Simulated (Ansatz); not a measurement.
## Cubic perovskite SrTiO3 (cubic form, which distorts at low temperature)

Level of theory: r²SCAN+rVV10 (Ansatz, a quantum-chemistry and plane-wave program, plane waves, PAW).

Settings: plane-wave cutoff 500 eV, 10×10×10 k mesh, Fermi–Dirac smearing 0.05 eV, no spin polarisation, scalar-relativistic PAW data made under PBE.

Cell: relaxed at this level.

```json
{
  "volume_per_atom": "11.84 Å³/atom",
  "lattice_parameter_a": "3.897 Å",
  "band_gap": "2.27 eV (on the SCF k mesh)"
}
```

Measured, for comparison: band gap 3.59 eV (zero-point renormalisation of 336 meV (experimental, the table's column) added back here, indirect; inputs from Miglio et al. (2020), arXiv:2011.12765); equilibrium volume per atom 11.77 Å³/atom, lattice constant a 3.89 Å (0 K, cubic phase extrapolated to 0 K; as tabulated in Bilc et al. (2008), arXiv:0805.0753). Computed (rounded) less measured: equilibrium volume per atom +0.6 %, lattice constant a +0.2 %.

Note: the relaxation could not lower the start's symmetry, so the cell can be a saddle point above a distorted one.

Spin–orbit coupling is not included.

Computed values are for the static lattice.
